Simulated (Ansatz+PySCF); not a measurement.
A calculation with Ansatz (development build ahead of 0.2.0).

```yaml
crystal:
  periodic: [false, false, false]
  atoms:
    - { symbol: H, position_ang: [0.0, -1.25311, -1.29625] }
    - { symbol: C, position_ang: [0.0, -0.17066, -1.22747] }
    - { symbol: C, position_ang: [0.0, 0.46657, 0.0] }
    - { symbol: C, position_ang: [0.0, -0.17066, 1.22747] }
    - { symbol: H, position_ang: [0.0, 0.38807, 2.15457] }
    - { symbol: H, position_ang: [0.0, 0.38807, -2.15457] }
    - { symbol: H, position_ang: [0.0, 1.60484, 0.0] }
    - { symbol: H, position_ang: [0.0, -1.25311, 1.29625] }
basis:
  gaussian: { orbitals: cc-pVTZ }
magnetization:
  initial_magnetization: 1
hamiltonian:
  xc: hf
correlation:
  method: mp2
  frozen_orbitals: { C: 1, H: 0 }
output:
  forces: true
```

The input is written out in the form of the current development build from the run's settings. Correlation on restricted open-shell orbitals is semicanonical, with singles.

Results

- Converged: yes
- Reference energy: -116.48502 hartree
- Correlation energy: -0.49429 hartree
- Total energy: -116.97931 hartree
- Spin squared of the determinant: 0.750
- Stability test: minimum among restricted orbitals
- Occupied orbitals by symmetry in an Abelian subgroup (alpha; beta): 6 A1 1 A2 1 B1 4 B2; 6 A1 1 B1 4 B2

Forces (eV/Å):
| atom | Fx | Fy | Fz |
| --- | --- | --- | --- |
| H1 | 0.000 | 0.105 | 0.077 |
| C2 | 0.000 | -0.037 | -0.179 |
| C3 | 0.000 | 1.589 | 0.000 |
| C4 | 0.000 | -0.037 | 0.179 |
| H5 | 0.000 | -0.042 | -0.137 |
| H6 | 0.000 | -0.042 | 0.137 |
| H7 | 0.000 | -1.639 | 0.000 |
| H8 | 0.000 | 0.105 | -0.077 |

Caution: an unrestricted determinant lies well below.
